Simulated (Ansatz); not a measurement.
hcp Re, treated with PBE (Ansatz, a first-principles code, plane waves, PAW).

Run with plane-wave cutoff 520 eV, 24×24×12 k mesh (along the axes of the cell as run), Fermi–Dirac smearing 0.05 eV, no spin polarisation, scalar-relativistic PAW data made under PBE.

Cell (relaxed at this level):

```cif
data_Re2
_chemical_formula_sum 'Re2'
_space_group_name_H-M_alt 'P63/mmc'
_space_group_IT_number 194
_space_group_name_Hall '-P 6c 2c'
_cell_length_a 2.77526
_cell_length_b 2.77526
_cell_length_c 4.48246
_cell_angle_alpha 90.000
_cell_angle_beta 90.000
_cell_angle_gamma 120.000
loop_
_atom_site_label
_atom_site_type_symbol
_atom_site_symmetry_multiplicity
_atom_site_Wyckoff_symbol
_atom_site_fract_x
_atom_site_fract_y
_atom_site_fract_z
_atom_site_occupancy
Re1 Re 2 c 0.33333 0.66667 0.25000 1
```

**Question.** Give the computed bulk modulus and pressure derivative B′ of the bulk modulus.

**Answer.** 
- bulk modulus: 364 GPa
- pressure derivative B′ of the bulk modulus: 4.5

The run finds no gap.

Measured, for comparison: bulk modulus 369 GPa (zero-point energy and finite temperature contributions removed, our sources range from 369 to 381; as tabulated in doi:10.1021/acs.jctc.3c00612). Computed (rounded) less measured: bulk modulus -1 % (-1 % to -4 % over the range).

Note: the bulk modulus comes from volumes at which shape and atoms were relaxed.

Spin–orbit coupling is not included.

Static lattice: no zero-point or thermal effects.

It cost roughly 6 core-minutes of CPU time.
